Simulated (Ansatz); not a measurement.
# What a trial cell of ZnBi3 relaxes into

Computed with DFT PBE, scalar-relativistic, plane waves, PAW (Ansatz). Cutoff 420 eV, Γ-centred k mesh, Gaussian smearing, no spin polarisation in the final step.

ZnBi3 was placed on the Ni3Sn (D0_19) structure type (P6_3/mmc, No. 194), with Zn in place of Sn, Bi in place of Ni, at a guessed volume.

```yaml
crystal:
  lattice:
    - [6.95838, 0.00000, 0.00000]
    - [-3.47919, 6.02614, 0.00000]
    - [0.00000, 0.00000, 5.58518]
  atoms:
    - { symbol: Zn, position: [0.33333, 0.66667, 0.25000] }
    - { symbol: Zn, position: [0.66667, 0.33333, 0.75000] }
    - { symbol: Bi, position: [0.83300, 0.66600, 0.25000] }
    - { symbol: Bi, position: [0.16700, 0.83300, 0.75000] }
    - { symbol: Bi, position: [0.33400, 0.16700, 0.25000] }
    - { symbol: Bi, position: [0.16700, 0.33400, 0.75000] }
    - { symbol: Bi, position: [0.83300, 0.16700, 0.25000] }
    - { symbol: Bi, position: [0.66600, 0.83300, 0.75000] }
```

Cell and atoms relax at zero pressure; the relaxation can't lower the symmetry of the start.

Formation energies are uncorrected and refer to the elements' standard structures at the same level.

Problem. Which crystal results?

Solution. It keeps P6_3/mmc (No. 194). The result has the Ni3Sn (D0_19) structure. Conventional cell: a = 6.906 Å, c = 5.558 Å. Zn is coordinated by 12 Bi at 3.39–3.45 Å; Bi is coordinated by 8 Bi at 3.35–3.56 Å and 4 Zn at 3.39–3.45 Å.

```cif
data_structure
_symmetry_space_group_name_H-M 'P6_3/mmc'
_symmetry_Int_Tables_number 194
_cell_length_a 6.9058
_cell_length_b 6.9058
_cell_length_c 5.5580
_cell_angle_alpha 90.000
_cell_angle_beta 90.000
_cell_angle_gamma 120.000
_cell_volume 229.55
loop_
_atom_site_label
_atom_site_type_symbol
_atom_site_symmetry_multiplicity
_atom_site_Wyckoff_symbol
_atom_site_fract_x
_atom_site_fract_y
_atom_site_fract_z
_atom_site_occupancy
Zn1 Zn 2 c 0.33333 0.66667 0.25000 1
Bi1 Bi 6 h 0.82827 0.65655 0.25000 1
```

Problem. What are its volume, energy, density and gap?

Solution. The volume per atom is 28.69 Å³. The density is 10.02 g/cm³ and the energy over the elements is 0.17 eV/atom. The gap on the 6×6×8 mesh is 0 eV (a metal).

The final run used a 6×6×8 mesh on its 8-atom cell and 0.10 eV smearing. For metals, differences of a few meV/atom aren't resolved. Spin–orbit coupling is left out. Symmetry constrained the relaxation, so the result can be a saddle point.

Cost: 2 runs of about 3.1 core-minutes in all, on Arm Neoverse V2 (shared hosts).